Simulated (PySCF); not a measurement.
Homolysis of single bonds, series cyclopropyl-X. Isolated molecules, 0 K electronic values unless said otherwise. One relaxed conformer stands for each flexible species; it need not be the lowest. Strings in code marks are SMILES.

Method: PySCF with TPSSh-D3(BJ)/def2-TZVP. 

```
species                                             dipole moment (D)
--------------------------------------------------  -----------------
radical fragment (`[F]`)                                         0.00
radical fragment (`[Cl]`)                                        0.00
radical fragment (`[O]C1CC1`)                                    2.99
radical fragment (`C[O]`)                                        2.03
radical fragment (`[C]#N`)                                       1.32
radical fragment (`O=[CH]`)                                      1.59
whole molecule (`C=CC1CC1` (C–C–C–C torsion 146°))                  –
radical fragment (`[C]#C`)                                       0.80
radical fragment (`[CH2]O`)                                         –
radical fragment (`[GeH3]`)                                      0.07
radical fragment (`[SeH]`)                                       0.57
whole molecule (`C1CC1[N+]#[C-]`)                                4.12
```
